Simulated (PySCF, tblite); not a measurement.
# C₄H₉OS radical: geometry, infrared bands and EPR parameters

What infrared bands and EPR parameters should C₄H₉OS radical (`CCOC[CH]S`) show?

Programs: tblite 0.8.0 and PySCF 2.14.0, with density-fitted response routines of our own. Each step states its level of theory. These are calculated values for one molecule in the gas phase, unless marked as measured. Atoms count from 0, in the outputs and in this text.

## 1. Starting geometry

15 atoms, charge 0, multiplicity 2; geometry from: force field or distance geometry start.

Bonds of the start (Å): C0–C1 1.51, C1–O2 1.44, O2–C3 1.42, C3–C4 1.50, C4–S5 1.72, C0–H6 1.10, C0–H7 1.09, C0–H8 1.10, C1–H9 1.10, C1–H10 1.09, C3–H11 1.11, C3–H12 1.08, C4–H13 1.09, S5–H14 1.35.

## 2. Geometry optimisation with GFN2-xTB

What the job is given:

```
{"job": {"kind": "relax", "xc": "GFN2-xTB", "basis": "xTB"}, "charge": 0, "multiplicity": 2}
C     -1.711300     1.546900    -0.135100
C     -1.087900     0.254700    -0.594100
O      0.140700     0.067300     0.142500
C      0.792300    -1.129700    -0.239400
C      2.063200    -1.311800     0.544100
S      2.624900    -0.178000     1.707900
H     -1.044100     2.395900    -0.318500
H     -2.652600     1.733700    -0.661300
H     -1.916200     1.524700     0.943100
H     -1.765500    -0.587400    -0.378500
H     -0.874800     0.289700    -1.660200
H      0.132600    -1.993900    -0.026800
H      1.019100    -1.113300    -1.291600
H      2.668000    -2.193600     0.344600
H      1.607200     0.702800     1.601400
```

The run is started by

```sh
$ OMP_NUM_THREADS=1 python probes_run.py task.json out
```

One launch serves the whole session: the jobs run in the order shown.

**Question.** This job is followed by: GFN2-xTB harmonic vibrations, gas phase; UKS B3LYP, pcH-1 on C H O S, non-relativistic, mean-field spin-orbit, GIAO. What will the session give for the following? strongest single infrared mode (GFN2-xTB); zero-point energy (GFN2-xTB); g(iso) (B3LYP); ⟨S²⟩; largest a(iso) (averaged by class); potential on the surface of density 0.002 e/bohr³, 1st and 99th percentile.

**Answer**, as computed:

| quantity | value |
| --- | --- |
| strongest single infrared mode (GFN2-xTB) | 1142 cm⁻¹, 84 km/mol |
| zero-point energy (GFN2-xTB) | 74.1 kcal/mol |
| g(iso) (B3LYP) | 2.00468 |
| ⟨S²⟩ | 0.754 (exact 0.75) |
| largest a(iso) (averaged by class) | 1H on H11, H12, 98.2 MHz |
| potential on the surface of density 0.002 e/bohr³, 1st and 99th percentile | -0.93 V and 0.82 V |

**Reading.** The optimisation took 38 steps and gained 0.077 eV; among the close pairs (by a distance rule), C1–O2 changed most, from 1.445 to 1.410 Å. The lowest mode is imaginary (128i cm⁻¹), so the xTB geometry is not a minimum: the zero-point energy counts the real modes alone, and all values at this geometry belong to a saddle point. Unscaled tight-binding wavenumbers are off by several per cent, some by more. Its intensities can rank the bands wrongly. Most of the unpaired spin sits on C4 (0.85 e). The isotropic g lies 2.4 ppt above the free-electron value.
